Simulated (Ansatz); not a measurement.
HgS (P3₂21, No. 154), treated with PBEsol (PAW; Ansatz, a program for electronic structure).

Settings: plane-wave cutoff 520 eV, 12×12×4 k mesh (along the axes of the cell as run), Fermi–Dirac smearing 0.01 eV, scalar-relativistic PAW data made under PBE.

On both sides of the equilibrium volume: at 22.798 Å³/atom the pressure is 0.47 GPa and the direct gap at Γ 1.179 eV; at 23.728 Å³/atom they are -0.38 GPa and 1.348 eV. The fitted bulk modulus is 21.2 GPa.

Task: Work out the volume deformation potential of this gap and its pressure coefficient, in two ways.

Result: a_V = dE_g/d ln V = (1.348 − 1.179)/ln(23.728/22.798) = 4.23 eV. Since dP = −B d ln V, dE_g/dP = −a_V/B = -200 meV/GPa. Straight from the pressures: (1.179 − 1.348)/(0.47 − (-0.38)) = -199 meV/GPa. At this level and over this range the gap at Γ narrows under pressure.

Spin–orbit coupling is not included.
